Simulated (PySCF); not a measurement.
**State search for AlO**

Unrestricted PBE0; basis Al def2-TZVP, O def2-TZVP; no relativity; PySCF 2.14. Outer shells of the fragments: Al 3s2 3p1; O 2s2 2p4.

Followed along the bond (rough minima from three points):

```json
{"2Ms+1": "2", "unpaired": "σ ↑", "⟨S²⟩ at the start": "0.77", "R at minimum (Å)": "1.63", "Te (eV)": "0.00"}
{"2Ms+1": "2", "unpaired": "π ↑", "⟨S²⟩ at the start": "0.75", "R at minimum (Å)": "1.78", "Te (eV)": "0.53"}
{"2Ms+1": "4", "unpaired": "σ ↑, π ↑↑", "⟨S²⟩ at the start": "3.76", "R at minimum (Å)": "1.79", "Te (eV)": "3.25"}
```

Solutions found at the starting distance of 1.795 Å, counted from the lowest of them; the search is not exhaustive and high or unbound solutions are not listed, so other states can lie among these:

```json
{"2Ms+1": "2", "unpaired": "σ ↑", "term": "²Σ⁺", "E (eV)": "0.00", "⟨S²⟩": "0.77", "⟨Lz²⟩": "0.00", "μ (D)": "-4.19"}
{"2Ms+1": "2", "unpaired": "π ↑", "term": "²Π", "E (eV)": "0.17", "⟨S²⟩": "0.75", "⟨Lz²⟩": "1.01", "μ (D)": "-1.43"}
{"2Ms+1": "4", "unpaired": "σ ↑, π ↑↑", "term": "mixed", "E (eV)": "2.89", "⟨S²⟩": "3.76", "⟨Lz²⟩": "2.01", "μ (D)": "-1.71"}
{"2Ms+1": "4", "unpaired": "σ ↑, π ↑↑", "term": "mixed", "E (eV)": "3.10", "⟨S²⟩": "3.76", "⟨Lz²⟩": "2.01", "μ (D)": "-1.62"}
{"2Ms+1": "2", "unpaired": "π ↑", "term": "mixed", "E (eV)": "3.79", "⟨S²⟩": "1.31", "⟨Lz²⟩": "1.00", "μ (D)": "-3.43"}
{"2Ms+1": "4", "unpaired": "σ ↑↑, π ↑", "term": "⁴Π", "E (eV)": "4.72", "⟨S²⟩": "3.75", "⟨Lz²⟩": "1.00", "μ (D)": "-2.05"}
```

A term symbol is given only where ⟨S²⟩ and ⟨Lz²⟩ are close to those of a pure state; real π, δ and φ orbitals otherwise mix terms. A positive dipole means Al(−)O(+).

**Question.** Compare the gap between the two lowest followed solutions at the starting distance with the gap between their minima.

**Answer.** At PBE0 the second solution (doublet, unpaired electrons π ↑) lies +0.17 eV from the first (doublet, unpaired electrons σ ↑) at 1.795 Å and +0.53 eV at the minima; the two curves relax by different amounts, since their minima lie near 1.78 and 1.63 Å.

Counting both spins, an empty level lies below a filled one in some of these solutions, because spin and occupation are held.
